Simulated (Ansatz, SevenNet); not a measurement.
For cubic BN, the machine-learned potential SevenNet-l3i5 (trained on PBE and PBE+U data) gives:

* **equilibrium lattice constant a**: 3.618 Å
* **zone-centre TO phonon frequency**: 799 cm⁻¹
* **elastic constant C11**: 666 GPa
* **elastic constant C44**: 349 GPa
* **Voigt–Reuss–Hill shear modulus**: 277 GPa

### Question
What does r²SCAN in Ansatz (PAW) give for the same quantities?

### Answer

- lattice constant a: 3.610 Å (shrinks by 0.2 %)
- zone-centre TO phonon frequency: 1044 cm⁻¹ (grows by 31 %)
- elastic constant C11: 824 GPa (grows by 24 %)
- elastic constant C44: 468 GPa (grows by 34 %)
- Voigt–Reuss–Hill shear modulus: 404 GPa (increases by 46 %)

For comparison: lattice constant a 3.593 Å (measured, corrected for zero-point motion; as tabulated in Goldzak et al. (2022), arXiv:2208.04865); zone-centre TO phonon frequency 1055 ± 0.6 cm⁻¹ (measured, 300 K, no zero-point or thermal correction; as tabulated in Ioffe Institute, NSM Archive: BN, mechanic properties page); elastic constant C11 820 GPa (measured, temperature not stated, no zero-point or thermal correction; as tabulated in Råsander and Moram (2015), arXiv:1505.02379); elastic constant C44 480 GPa (measured, temperature not stated, no zero-point or thermal correction; as tabulated in Råsander and Moram (2015), arXiv:1505.02379).

Changes are worked out from the printed values.

Unless a cell is named, each level is at its own relaxed cell (SevenNet-l3i5 5.92, r²SCAN 5.88 Å³/atom).

Ansatz's density-functional and Hartree–Fock values are scalar-relativistic unless marked +SOC, with PAW data made under PBE.

Ansatz is an electronic-structure program.
